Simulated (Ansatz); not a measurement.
Compare A (`COC(=N)O`) with its isomer B (`NCOC=O`).

Gas-phase electronic energies from Ansatz, PBE0-D4/def2-TZVP geometries. CBS: MP2 limit from def2 TZ/QZ plus the TZ coupled-cluster correction, frozen cores. Functionals use def2-TZVPP. B3LYP here is the variant with VWN-RPA as its local correlation; programs differ in this. Each species was taken in one conformer, which may not be the lowest.

Q: Which is lower in electronic energy at CCSD(T)/CBS, and by how much? (Estimate.)

A: The calculation gave: B, by 6.1 kcal/mol.

Q: Give E(B) − E(A) in kcal/mol with CCSD(T)/def2-SVP, MP2/def2-TZVPP, CCSD/def2-TZVPP, r2SCAN-D4, B3LYP-D4, CCSD(T)/def2-TZVPP, ωB97M-V. (Best estimate.)

A: Ansatz gave: CCSD(T)/def2-SVP -8.6, MP2/def2-TZVPP -6.5, CCSD/def2-TZVPP -6.1, r2SCAN-D4 -5.6, B3LYP-D4 -6.6, CCSD(T)/def2-TZVPP -6.2, ωB97M-V -5.8. None reverses the order clearly.

Q: Does the order hold for the free energy at 298.15 K (harmonic terms from PBE0-D4)? (An estimate is asked.)

A: The calculation gave: Yes: G(B) − G(A) = -6.5 kcal/mol, for one conformer each. Modes under 60 cm⁻¹, often nearly free rotors, make the harmonic entropy too high.

Largest T1 diagnostic: 0.015.

From PBE to PBE0 (25 % exact exchange), in def2-TZVPP and without D4, E(B) − E(A) moves by +1.1 kcal/mol. Leaving LDA and LC-ωPBE aside and taking each functional with its dispersion term where it has one, the values, not all of them listed here, spread over 2.7 kcal/mol, from BLYP-D4 to r2SCAN0-D4. LDA lies +2.7 kcal/mol from PBE without D4.
